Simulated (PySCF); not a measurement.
BeH, SMILES [BeH+], charge +1.

The structure is a stationary point at r2SCAN-D4/def2-TZVPD. The spin state was assumed, not searched.

All values below come from PySCF 2.14.0 with r2SCAN-D4/def2-TZVPD.

Frequencies are harmonic and unscaled.

```csv
mode,ν (cm⁻¹),IR (km/mol),Raman (Å⁴/amu),depolarisation,moving atoms (share of kinetic energy)
1,2211,41.2,391.5,0.08,"H 90 %, Be 10 %"
```
